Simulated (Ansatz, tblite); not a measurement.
**H2S2: removing an electron**

One table from this session's results is given with a row withheld; the runs are named, their logs left out.

Method: as each input shows; program: Ansatz 0.2.0, Gaussian basis.

Plan: charge +1 doublet, at the geometry of the singlet (PBE0-D4/def2-TZVP, PBE-D4/def2-TZVP, r2SCAN-D4/def2-TZVP, CCSD(T)/def2-TZVPP); the starting singlet's energies come from earlier runs.

## The geometry

The geometry is that of the singlet, from an earlier relaxation (PBE0-D4/def2-TZVP).

4 atoms, charge 0, spin multiplicity 1.

Atoms are counted from 1 here; the program's logs count them from 0.

Bond lengths: S1–S2 2.046 Å, S1–H3 1.346 Å, S2–H4 1.346 Å. Angles: S2–S1–H3 98.6°, S1–S2–H4 98.6°.

The first run:

in.yaml reads:

```yaml
crystal:
  periodic: [false, false, false]
  atoms:
    - {symbol: S, position_ang: [-0.445948, -0.492165, -0.908484]}
    - {symbol: S, position_ang: [-0.451996, 0.709820, 0.747223]}
    - {symbol: H, position_ang: [0.725423, -0.096128, -1.441473]}
    - {symbol: H, position_ang: [0.172521, -0.121518, 1.602733]}
basis:
  gaussian: {orbitals: def2-TZVP}
total_charge: 1
magnetization: {spin_polarized: true, initial_magnetization: 1}
hamiltonian: {xc: pbe0, dispersion: d4}
output: {orbitals: {seedname: orbitals}}
```

Run with:

```bash
$ ansatz run in.yaml --threads 4 --pin off --events-out ev --progress --plain --max-ram 3916MiB
```

Steps of the session up to this table: Charge +1 doublet at the fixed geometry, PBE0-D4/def2-TZVP; Charge +1 doublet at the fixed geometry, PBE-D4/def2-TZVP; Charge +1 doublet at the fixed geometry, r2SCAN-D4/def2-TZVP; Charge +1 doublet at the fixed geometry, CCSD(T)/def2-TZVPP.

One table of the session follows, with a row left open; its other results are not shown here.

It belongs to the step «Vertical ionisation energy». 

```
             method  vertical ionisation energy (eV)
      HF/def2-TZVPP                             9.01
   PBE-D4/def2-TZVP                             9.74
r2SCAN-D4/def2-TZVP                             9.87
  PBE0-D4/def2-TZVP                             9.94
     MP2/def2-TZVPP                            10.07
    CCSD/def2-TZVPP                             9.94
 CCSD(T)/def2-TZVPP                                ?
```

**Question.** Estimate the row for CCSD(T)/def2-TZVPP.

As computed: vertical ionisation energy (eV): 9.97. In the column «vertical ionisation energy (eV)» it lies between CCSD/def2-TZVPP (9.94) and MP2/def2-TZVPP (10.07).
